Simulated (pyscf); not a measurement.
One elimination on the singlet surface with elements of a group swapped. ωB97M-D3(BJ)/def2-TZVP, kcal/mol, from the reactant's lowest minimum found. PySCF, gas phase, ωB97X-D3(BJ)/def2-SVP geometries.

```tsv
step	barrier	reaction energy	imaginary mode (i cm⁻¹)
`[OH][Ta]([OH])([F])([F])[F]` → `[O]=[Ta]([F])([F])[F]` + `[OH2]`	28.8	+27.9	1573
`[OH][Nb]([OH])([F])([F])[F]` -> `[O]=[Nb]([F])([F])[F]` + `[OH2]`	___	___	1502
```

Task: Fill in the missing entries.

Result: 
- `[OH][Nb]([OH])([F])([F])[F]` -> `[O]=[Nb]([F])([F])[F]` + `[OH2]`, barrier: 23.4
- `[OH][Nb]([OH])([F])([F])[F]` -> `[O]=[Nb]([F])([F])[F]` + `[OH2]`, reaction energy: +13.5

Row 1: On the reactant side the descent ends in a point that may be a rotor saddle (no frequency run), 1.2 kcal/mol over the lowest minimum found and 27.7 kcal/mol under the saddle at ωB97X-D3(BJ)/def2-TZVP. On the product side the descent ends in an adduct with a O–Ta contact, 23.0 kcal/mol under the separated species and 22.0 kcal/mol under the saddle at ωB97X-D3(BJ)/def2-TZVP. Row 2: On the product side the descent ends in an adduct with a Nb–O contact, 20.1 kcal/mol under the separated species and 28.6 kcal/mol under the saddle at ωB97X-D3(BJ)/def2-TZVP. Each row is the saddle that its search found. Elements past Kr carry the def2 core potentials, without spin-orbit coupling.
